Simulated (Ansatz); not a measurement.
CCSD(T) forces

CH$_{5}$AlS, singlet, displaced at random from its PBE0-D4/def2-TZVP minimum.

| atom | x (Å) | y (Å) | z (Å) |
| --- | --- | --- | --- |
| C1 | -0.8008 | 1.0476 | -0.4882 |
| S2 | -1.2135 | -0.5075 | 0.5362 |
| Al3 | 0.8541 | -1.3850 | 0.5731 |
| H4 | -1.1525 | 0.9840 | -1.5116 |
| H5 | 0.4384 | 1.1617 | -0.9193 |
| H6 | -0.9994 | 1.9946 | -0.1937 |
| H7 | 2.2512 | -0.6667 | -0.0679 |
| H8 | 0.9577 | -2.8647 | 1.4621 |

Program: Ansatz 0.2.0. Basis: def2-TZVPP. Cores are frozen in the correlated methods.

CCSD(T) forces from the calculation:
```json
{"atom": "C1", "Fx": "4.603", "Fy": "-2.961", "Fz (eV/Å)": "-3.315"}
{"atom": "S2", "Fx": "1.274", "Fy": "1.348", "Fz (eV/Å)": "-0.837"}
{"atom": "Al3", "Fx": "0.446", "Fy": "-0.600", "Fz (eV/Å)": "0.598"}
{"atom": "H4", "Fx": "-0.966", "Fy": "-0.536", "Fz (eV/Å)": "0.011"}
{"atom": "H5", "Fx": "-3.030", "Fy": "-0.664", "Fz (eV/Å)": "1.972"}
{"atom": "H6", "Fx": "-1.019", "Fy": "2.587", "Fz (eV/Å)": "2.033"}
{"atom": "H7", "Fx": "-1.205", "Fy": "-0.468", "Fz (eV/Å)": "0.394"}
{"atom": "H8", "Fx": "-0.102", "Fy": "1.294", "Fz (eV/Å)": "-0.855"}
```

Which atom feels the largest CCSD(T) force, and how large is it?

C1, 6.40 eV/Å, along (0.72, -0.46, -0.52).

Root-mean-square difference of the force components from those of CCSD(T): PBE-D4 0.140; r2SCAN-D4 0.043; PBE0-D4 0.095; wB97M-V 0.072 eV/Å.

No T1 diagnostic of these runs exceeds 0.013.

For scale, one of the runs: CCSD(T)/def2-TZVPP forces, 185 basis functions (an equivalent command: `ansatz run in.yaml --threads 2`). The run took 2.6 min on 2 CPU threads (shared host), with 3.2 GiB of host memory at its peak.
